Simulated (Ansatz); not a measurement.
`C=C=C(F)CC` and `C=C=CF` differ in one atom or group.

Ansatz, PBE0-D4/def2-TZVP geometries, multiplicity 1. Each molecule was computed in one conformer, which needn't be the lowest.

```
                                        property  `C=C=C(F)CC`
           HOMO energy (ωB97M-V/def2-TZVPP) / eV         -9.29
           LUMO energy (ωB97M-V/def2-TZVPP) / eV          1.83
           HOMO–LUMO gap (B3LYP/def2-TZVPP) / eV          6.31
size of the dipole moment (B3LYP/def2-TZVPP) / D          1.67
             LUMO energy (B3LYP/def2-TZVPP) / eV         -0.56
            HOMO–LUMO gap (PBE0/def2-TZVPP) / eV          6.74
```

**Question.** Give the same properties after the change, and the shifts. (Best estimate.)

**Answer.** Ansatz gave: 
| property | `C=C=CF` | shift |
| --- | --- | --- |
| HOMO energy (ωB97M-V/def2-TZVPP) / eV | -9.73 | -0.44 |
| LUMO energy (ωB97M-V/def2-TZVPP) / eV | 1.51 | -0.32 |
| HOMO–LUMO gap (B3LYP/def2-TZVPP) / eV | 6.38 | 0.07 |
| size of the dipole moment (B3LYP/def2-TZVPP) / D | 1.72 | 0.05 |
| LUMO energy (B3LYP/def2-TZVPP) / eV | -0.90 | -0.34 |
| HOMO–LUMO gap (PBE0/def2-TZVPP) / eV | 6.84 | 0.10 |

With PBE0 the HOMO falls by 0.42 eV and the LUMO falls by 0.33 eV, so the gap widens by about 0.09 eV. PBE moves the HOMO by -0.38 eV and ωB97M-V by -0.44 eV. Dipoles are sizes alone; their direction can turn.

B3LYP here is the variant with VWN-RPA as its local correlation; programs differ in this.
